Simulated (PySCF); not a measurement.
A GIAO shielding run with PySCF 2.14.0 with density-fitted response routines (density fitting, non-relativistic, gas phase) on `P(F)(F)F`, F3P:

```
$ OMP_NUM_THREADS=1 python probes_run.py task.json out

{"job": {"kind": "nmr", "xc": "BP86", "basis": "pcSseg-2", "pop": false}, "charge": 0, "multiplicity": 1}
F     -0.826552    -1.064937    -0.378049
P      0.017653    -0.107084     0.579081
F      1.378947    -0.138172    -0.253245
F     -0.532052     1.282202     0.017144
```

Hardware: 1 thread of an Arm Neoverse V1, shared host.

**Question.** How large is the calculation?

**Answer.** 42 electrons, 151 basis functions and 452 auxiliary functions.

**Question.** How long does it take, and how much memory does it need?

**Answer.** 6.7 s of wall time, with 12 SCF cycles; peak memory 0.64 GiB. Times on a shared host scatter by some tens of per cent.

**Question.** And these other runs on the same molecule and hardware: GIAO shielding at B3LYP/pcSseg-2; GIAO shielding at B97-D/pcSseg-2; GIAO shielding at BLYP/pcSseg-2; GIAO shielding at HF/pcSseg-2; GIAO shielding at KT2/pcSseg-2; GIAO shielding at KT3/pcSseg-2?

**Answer.** B3LYP/pcSseg-2: 151 functions, 4.8 s; B97-D/pcSseg-2: 151 functions, 7 s; BLYP/pcSseg-2: 151 functions, 6.8 s; HF/pcSseg-2: 151 functions, 2.5 s; KT2/pcSseg-2: 151 functions, 7.1 s; KT3/pcSseg-2: 151 functions, 7.1 s.
